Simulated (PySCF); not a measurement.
## Ionisation and electron attachment of boron dihydride

Parent: boron dihydride, `[BH2]` (BH2•, doublet). Coordinates in Å; atoms count from 1 in this order:
```
B     0.0100    0.3429   -0.0058
H    -1.0816   -0.1668   -0.0237
H     1.0947   -0.1813    0.0042
```

Level of theory: PBE0-D3(BJ)/ma-def2-TZVP single points in PySCF, grid level 2; every species was optimised with PBE0-D3(BJ)/ma-def2-SVP. Thermal corrections: PBE0-D3(BJ)/ma-def2-SVP frequencies, unscaled, ideal gas at 298.15 K and 1 bar, quasi-RRHO entropy.

Frontier levels of the parent: HOMO -6.19 eV, LUMO -2.35 eV.

Oxidation to the singlet cation:
- Vertical ionisation energy (electronic): 9.22 eV
- Adiabatic ionisation energy (with zero-point energy): 8.43 eV
- Adiabatic, electronic part: 8.35 eV
- Vertical gap at the product's structure: 8.05 eV
- Inner reorganisation energy (four-point): 1175 meV
- Relaxation of product / of parent: 869 / 306 meV
- Largest changes of atomic charge: B1 0.71, H (on B1) 0.15, H (on B1) 0.15
- Distances that move most (Å): B1–H 1.205 → 1.195; B1–H 1.205 → 1.195

Vertical ionisation energy to the triplet cation: 13.47 eV. This state was not relaxed.

Reduction to the singlet anion:
- Vertical electron affinity (electronic): -0.11 eV
- Adiabatic electron affinity (with zero-point energy): 0.13 eV
- Adiabatic, electronic part: 0.08 eV
- Vertical gap at the product's structure: 0.42 eV
- Largest changes of atomic charge: B1 -0.83, H (on B1) -0.09, H (on B1) -0.09
- Distances that move most (Å): B1–H 1.205 → 1.260; B1–H 1.205 → 1.260

Reduction to the triplet anion:
* Vertical electron affinity (electronic): 0.39 eV
* Adiabatic electron affinity (with zero-point energy): 0.41 eV
* Adiabatic, electronic part: 0.38 eV
* Vertical gap at the product's structure: 0.40 eV
* ⟨S²⟩ of the product: 2.005
* Largest spin populations: B1 2.05
* Largest changes of atomic charge: B1 -0.90
* Distances that move most (Å): B1–H 1.205 → 1.221; B1–H 1.205 → 1.221

Note: a negative vertical affinity means that the electron isn't bound at that structure, so the value and what is derived from it hang on the basis.

Run with `OMP_NUM_THREADS=1 python redox_run.py task.json out` on 1 thread of Arm Neoverse V1, a shared host. Structures, frequencies and single points: 14 s of wall time.
